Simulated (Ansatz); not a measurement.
Geometry optimisation, RKS BHLYP-D4/def2-SVP (Ansatz).

Input:

```yaml
crystal:
  periodic: [false, false, false]
  atoms:
    - { symbol: B, position_ang: [0.111642, -0.003817, 0.292994] }
    - { symbol: H, position_ang: [-0.058805, -0.11567, 1.467128] }
    - { symbol: C, position_ang: [1.630685, 0.043222, -0.126509] }
    - { symbol: H, position_ang: [1.988114, -0.997527, -0.076835] }
    - { symbol: H, position_ang: [1.828262, 0.401487, -1.141354] }
    - { symbol: H, position_ang: [2.242278, 0.602102, 0.589587] }
    - { symbol: C, position_ang: [-1.111165, 0.01619, -0.674986] }
    - { symbol: H, position_ang: [-1.707057, -0.894028, -0.525839] }
    - { symbol: H, position_ang: [-1.781273, 0.83917, -0.393769] }
    - { symbol: H, position_ang: [-0.866281, 0.108771, -1.736216] }
basis:
  gaussian: { orbitals: def2-SVP }
hamiltonian:
  xc: { name: BHLYP }
  dispersion: d4
relax:
  f_tol: 0.03
  max_steps: 50
```

Run as:

```bash
$ ansatz run input.yaml --threads 2 --pin off --max-ram 3072MiB --backend cpu --events-out ev --progress --plain --runs-dir out
```

Where does it end, and by what steps?

The forces met the threshold. The force dipped under the threshold on the way, but the program's further checks kept it going. After 14 steps the energy has fallen by 0.022 eV; H9 moved furthest, 0.28 Å.

| step | energy less start (eV) | largest force component (eV/Å) | accepted |
| --- | --- | --- | --- |
| 0 | 0.0000 | 0.699 | yes |
| 1 | -0.0166 | 0.245 | yes |
| 2 | -0.0179 | 0.096 | yes |
| 3 | -0.0183 | 0.033 | yes |
| 4 | -0.0184 | 0.022 | yes |
| 5 | -0.0187 | 0.041 | yes |
| 6 | -0.0189 | 0.140 | yes |
| 7 | -0.0195 | 0.084 | yes |
| 8 | -0.0205 | 0.027 | yes |
| 9 | -0.0183 | 0.294 | no |
| 10 | -0.0211 | 0.085 | yes |
| 11 | -0.0178 | 0.300 | no |
| 12 | -0.0206 | 0.138 | no |
| 13 | -0.0216 | 0.011 | yes |
| 14 | -0.0218 | 0.021 | yes |

```xyz
10
Properties=species:S:1:pos:R:3
B 0.122 -0.077 0.321
H -0.107 -0.257 1.493
C 1.610 0.090 -0.124
H 2.007 -0.937 -0.175
H 1.747 0.533 -1.114
H 2.235 0.611 0.607
C -1.088 -0.034 -0.666
H -1.865 -0.766 -0.423
H -1.560 0.951 -0.521
H -0.822 -0.113 -1.724
```

Whether the end is a true minimum wasn't checked by a vibrational analysis.

Time of the run: 14 s on 2 threads of Arm Neoverse V2, with other jobs on the host, peak memory 0.14 GiB.
